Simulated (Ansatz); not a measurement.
ClH$_{2}$MgN, SMILES `[NH2][Mg][Cl]`. Charge 0, multiplicity 1.

```csv
atom,x (Å),y (Å),z (Å)
N1,-0.911,-0.239,-0.104
Mg2,0.891,0.234,0.103
Cl3,2.990,0.784,0.344
H4,-1.273,-1.171,-0.231
H5,-1.697,0.393,-0.112
```

(1) What are the harmonic wavenumbers in cm⁻¹ at PBE0-D4/def2-TZVP (Ansatz, finite differences of forces, unscaled)? (Estimate.)

(2) Is this a minimum?

(3) Give the ideal-gas thermochemistry at 298.15 K and 1 bar (rigid rotor, harmonic oscillator; point group C2v, symmetry number 2).

## Answers

(1) The calculation gave: 120, 130, 287, 400, 541, 762, 1557, 3589, 3670.

(2) Yes, all 9 modes are real.

(3) Zero-point energy 66.1 kJ/mol; H(298) − E = 82.4 kJ/mol; entropy 289.9 J/(mol·K), of which translation 162.8, rotation 88.1, vibration 39.0; G(298) − E = -4.1 kJ/mol.
